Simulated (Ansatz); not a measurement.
A made-up structure of MgSiNH₄ (charge -1), singlet:

N1  (-1.738, 0.099, -1.095)
Mg2  (-0.156, -0.174, 0.017)
Si3  (1.840, -0.709, 1.540)
H4  (-2.530, -0.526, -1.188)
H5  (-1.927, 0.892, -1.696)
H6  (-0.750, -0.235, 1.630)
H7  (2.763, -0.325, 0.359)
(Å)

It is relaxed with PBE-D4/def2-SVPD and then PBE0-D4/def2-TZVPD (Ansatz 0.2.0). Atoms count as bonded within 1.22 times the sum of their covalent radii (H–H: 0.88 Å). The end point is not checked to be a true minimum.

(1) Does its bonding change? (Judge from chemistry; the calculation decides.)

## Answers

(1) By the calculation: Yes. Formed: Si3–H6; broken: Mg2–H6.

Where it ends: The first stage lowers the energy by 2.82 eV in 17 steps. It ends as MgSiNH₄ ([NH2][Mg][SiH2]), total charge -1:
```
atom    x (Å)    y (Å)    z (Å)
  N1  -1.9344   0.0332  -1.3706
 Mg2  -0.4696  -0.3352  -0.1322
 Si3   1.4121  -1.0133   1.4767
  H4  -2.5532  -0.6454  -1.7983
  H5  -2.2253   0.9418  -1.7107
  H6   0.9251   0.1111   2.4203
  H7   2.3455  -0.0702   0.6821
```

Labels in which every atom is bracketed show which atoms are joined, not bond orders.

For scale, one of the runs: PBE0-D4/def2-TZVPD relaxation, 151 basis functions, launched by `ansatz run in.yaml --threads 2 --pin off --events-out ev --progress --plain --max-ram 4352MiB`. Hardware: 2 CPU threads of an Arm Neoverse V2, shared host. Wall time about 23 s.
